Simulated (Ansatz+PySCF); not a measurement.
Results of a calculation; reference values are marked as such.
Input for PySCF 2.14.0:

```python
from pyscf import gto, scf

mol = gto.M(atom="""
C 0.000000 0.000000 -0.759560
C 0.000000 0.000000 2.278690
H 0.000000 -1.023960 -1.165110
H -0.886780 0.511980 -1.165110
H 0.886780 0.511980 -1.165110
H 0.000000 1.023960 2.684230
H -0.886780 -0.511980 2.684230
H 0.886780 -0.511980 2.684230
""", basis='sto-3g', charge=0, spin=0)
mf = scf.RHF(mol)
mf.init_guess = 'minao'
mf.kernel()
while True:  # follow internal instabilities
    mo, _, stable, _ = mf.stability(return_status=True)
    if stable: break
    mf.kernel(mf.make_rdm1(mo, mf.mo_occ))
print(mf.converged, mf.e_tot, mf.spin_square()[0])
```

The script is written out from the run's settings.

Output:

```json
{
  "Converged": "yes",
  "Total energy": "-77.95472 hartree",
  "Spin squared of the determinant": "0.000"
}
```

Caution: an unrestricted determinant lies well below.
